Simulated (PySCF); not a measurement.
Isomers of C2H7NOSi2, one GFN2-xTB conformer each. Single-point energies are computed at PBE0/pcSseg-1 (PySCF, gas phase, no added dispersion term), electronic only.

Task: Rank them by PBE0/pcSseg-1 energy, lowest first (kJ/mol).
A. `C[Si@@H](C#N)O[SiH3]`
B. `[CH3:1][O:2][Si@@H:3]([SiH3:4])[C:5]#[N:6]` with C1–O2–Si3–Si4 -174°

Result: A (0.0), B (180.5).

As drawn, the higher has an Si–Si bond, which the lower lacks. GFN2-xTB itself gives, in the same order: 0.0, 191.3. Both levels put the same isomer lowest.

Task: Which frontier levels, dipoles and rotational constants go with these structures?

Result: 
```tsv
SMILES	HOMO (eV, PBE0/pcSseg-1)	LUMO (eV)	dipole (D)	A, B, C (MHz)
C[Si@@H](C#N)O[SiH3]	-8.89	-0.58	3.87	3093, 1391, 1055
CO[Si@@H]([SiH3])C#N	-8.69	-1.16	3.39	2355, 1773, 1106
```

---

Isomers of C3H2S, one GFN2-xTB conformer each. Single-point energies are computed at PBE0/pcSseg-1 (PySCF, gas phase, no added dispersion term), electronic only.

Question: Rank them by PBE0/pcSseg-1 energy, lowest first (kcal/mol).
A. `c1cc1=S` (cyclopropenethione)
B. thiopropynal, `C#CC=S`

Answer: A (0.0), B (1.0).

As drawn, the lower has a three-membered ring, which the higher lacks. Neighbours under 2.5 kcal/mol apart (S=c1cc1 and C#CC=S) can change places with a better method, another conformer or zero-point energy. GFN2-xTB itself gives, in the same order: 8.9, 0.0. GFN2-xTB puts C#CC=S lowest instead.

Question: Which frontier levels, dipoles and rotational constants go with these structures?

Answer: 
```csv
SMILES,"HOMO (eV, PBE0/pcSseg-1)",LUMO (eV),dipole (D),"A, B, C (MHz)"
S=c1cc1,-6.01,-1.38,4.45,"32123, 4109, 3643"
C#CC=S,-6.86,-3.15,2.26,"39279, 3220, 2976"
```
